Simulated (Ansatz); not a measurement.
```yaml
crystal:
  periodic: [false, false, false]
  atoms:
    - {symbol: N, position_ang: [-1.753036, -0.378081, -0.003739]}
    - {symbol: P, position_ang: [-0.557533, 0.505644, 0.004139]}
    - {symbol: Si, position_ang: [1.489137, -0.369088, -0.002700]}
basis:
  gaussian: {orbitals: def2-TZVP}
hamiltonian: {xc: pbe0}
relax: {f_tol: 0.004, max_steps: 80}
```

```sh
$ ansatz run in.yaml --threads 1 --pin off --events-out ev --progress --plain --max-ram 2176MiB
```

Steps of the relaxation (energy above the last step; positions in Å, forces in eV/Å):

```
3
step 1, 214.9 meV
N    -1.753   -0.378   -0.004   -1.830   -0.981   -0.009
P    -0.558    0.506    0.004    2.222    0.597    0.006
Si    1.489   -0.369   -0.003   -0.392    0.385    0.003
```

```
3
step 2, 113.4 meV
N    -1.829   -0.337   -0.003   -0.456   -0.039    0.000
P    -0.526    0.429    0.003    0.765   -0.221   -0.002
Si    1.534   -0.333   -0.002   -0.310    0.260    0.002
```

```
3
step 3, 104.0 meV
N    -1.959   -0.235   -0.003    2.244    0.778    0.007
P    -0.465    0.244    0.002   -2.460   -0.769   -0.007
Si    1.603   -0.250   -0.002    0.216   -0.009    0.000
```

```
3
step 5, 1.8 meV
N    -1.995   -0.085   -0.001   -0.075    0.012    0.000
P    -0.487   -0.011    0.000   -0.028   -0.017    0.000
Si    1.661   -0.146   -0.001    0.102    0.005    0.000
```

```
3
step 6, 0.1 meV
N    -2.002   -0.055   -0.001    0.023    0.003    0.000
P    -0.490   -0.065   -0.001   -0.007   -0.005    0.000
Si    1.670   -0.122   -0.001   -0.016    0.002    0.000
```

```
3
step 8, 0.0 meV
N    -2.001   -0.048   -0.001    0.004    0.000    0.000
P    -0.490   -0.077   -0.001   -0.002    0.000    0.000
Si    1.670   -0.116    0.000   -0.002    0.000    0.000
```

Close pairs at the end: N1–P2 1.511 Å, P2–Si3 2.160 Å.

A stationary point of restricted PBE0 after 8 steps (its stability towards spin polarisation wasn't tested); no frequencies were run, so it isn't proven a minimum. 74 s on 1 thread of Intel Xeon Platinum 8375C, shared host.
